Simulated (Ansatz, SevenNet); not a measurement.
C axis length (Å) of solids drawn from the class of oxides, at two levels: the machine-learned potential SevenNet-0 (trained on PBE and PBE+U data), and r²SCAN in Ansatz (PAW).

```tsv
solid	SevenNet-0	r²SCAN	shift (%)
rutile TiO₂	2.970	2.954	-0.54
anatase TiO₂ (metastable phase)	9.701	9.583	-1.22
stishovite (SiO2)	2.695	2.669	-0.96
A-type hexagonal La₂O₃	6.185	6.126	-0.95
rutile PbO₂	3.451	3.405	-1.33
corundum (α-Al2O3)	13.126	12.995	-1.00
corundum Ga₂O₃ (metastable phase)	13.623	13.441	-1.34
SiO₂ (P4₁2₁2, No. 92)	7.113	6.921	-2.70
rutile SnO₂	3.242	3.201	-1.26
α-quartz (SiO2)	5.513	5.416	-1.76
```

The shifts run from -2.70 % to -0.54 %, with a median of -1.24 %.

Over all 10 rows r²SCAN is the larger in 0.

Database compounds that came out metallic weren't drawn.

Ansatz's runs of these crystals have no spin polarisation.

Spin–orbit coupling is left out, also for the solids with elements from indium on (A-type hexagonal La2O3, rutile PbO2, rutile SnO2); its size isn't shown.

Ansatz's density-functional and Hartree–Fock values are scalar-relativistic unless marked +SOC, with PAW data made under PBE.

Ansatz is an electronic-structure program.
